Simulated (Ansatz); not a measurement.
An input meant for (LiH)3 ring (Li3H3) (charge 0, singlet; atoms displaced at random, 0.08 Å in each coordinate).

```yaml
crystal:
  periodic: [false, false, false]
  atoms:
    - {symbol: Li, position_ang: [0.909080, 2.182784, -2.521258]}
    - {symbol: H, position_ang: [4.114167, 0.215543, -0.572328]}
    - {symbol: Li, position_ang: [2.231994, -1.983286, 2.207525]}
    - {symbol: H, position_ang: [-1.627703, -2.576509, 2.979048]}
    - {symbol: Li, position_ang: [-3.533266, -0.172307, 0.806866]}
    - {symbol: H, position_ang: [-2.463486, 1.995965, -2.096027]}
basis:
  gaussian: {orbitals: def2-mTZVP}
hamiltonian: {xc: {name: rPW86-PBE}, dispersion: rvv10}
scf: {lower_state_search: full}
```

```sh
$ ansatz run in.yaml --threads 4 --pin off --events-out ev --progress --plain --max-ram 3916MiB
```

It prints (some lines left out):

```
Functional definition: rPW86-PBE+rVV10
417 factors; integrals over basis functions are off by at most 3.4e-4 eV
mean field evaluation 1: about -648.0998 eV, gradient 3.0e1 eV
mean field evaluation 2: about -648.1005 eV, gradient 3.0e1 eV
mean field evaluation 4: about -650.3042 eV, gradient 2.2e1 eV
mean field evaluation 8: about -655.2166 eV, gradient 4.1e0 eV
mean field evaluation 16: about -655.3859 eV, gradient 1.0e-1 eV
mean field evaluation 32: about -639.4703 eV, gradient 2.4e1 eV
mean field evaluation 64: about -626.2115 eV, gradient 2.1e1 eV
mean field -655.38609843 eV, -24.0849948807 hartree, gradient 2.2e-5 eV, S^2 0.000000; 1 other end points of the search recorded, 0 dependent functions left out
reference -655.38626706 eV, -24.0850010778 hartree; 6, 6 occupied and 27, 27 virtual orbitals, 417 factors
Total energy: -655.38626706 eV, -24.0850010778 hartree
```

In this input the geometry is stretched to more than twice its size. Self-consistency was reached. The result belongs to that input, not to the species as meant.
